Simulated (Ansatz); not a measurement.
`[MgH][SH]` + CH₃OH → `C[O][MgH]` + H₂S at 500 K and 1 bar (ligand exchange at a Mg–S bond).

Isolated molecules relaxed with PBE0-D4/def2-TZVP in Ansatz; ΔE leaves out vibrations. CCSD(T)/CBS adds triple-zeta CCSD(T) − MP2 to the extrapolated MP2 energy (def2 sets, frozen cores). This one scheme is used for every species. For Mg outer-core shells are correlated without core-valence functions, which leaves a few kJ/mol of doubt a bond.

```
    species  CCSD(T)/CBS energy (Eh)  H − E (kJ/mol)  S (J/(mol·K))
`[MgH][SH]`               -598.89578            61.3          296.9
      CH₃OH               -115.61712           157.0          265.4
`C[O][MgH]`               -315.53638           153.7          325.5
        H₂S               -398.97279            57.0          224.0
```

H − E and S are ideal-gas, rigid-rotor, harmonic terms from PBE0-D4/def2-TZVP. 1 Eh = 2625.50 kJ/mol, R = 8.31446 J/(mol·K).

Task: By hand: ΔE, ΔH, ΔS and ΔG.

Result: ΔE = (-315.53638) + (-398.97279) − (-598.89578) − (-115.61712) = 0.00373 Eh = 9.8 kJ/mol. Δ(H − E) = 153.7 + 57.0 − 61.3 − 157.0 = -7.6, so ΔH = 2.2 kJ/mol. ΔS = 325.5 + 224.0 − 296.9 − 265.4 = -12.8 J/(mol·K). ΔG = 2.2 − 500 × (-12.8)/1000 = 8.6 kJ/mol.

Task: By hand: the equilibrium constant, and the temperature at which ΔG would vanish if ΔH and ΔS stayed fixed.

Result: log₁₀ K = −ΔG/(RT ln 10) = -0.9. ΔH and −TΔS have one sign here, so there is no such temperature. One of them is within its doubt of zero, so this could turn.

TΔS isn't small against ΔH here. A doubt of 5 kJ/mol in ΔE shifts log₁₀ K by 0.5 here. These are equilibria of isolated gas molecules and say nothing of rates. Largest T1 diagnostic: 0.011 (customary marks: 0.02 for closed shells, 0.045 for open ones).
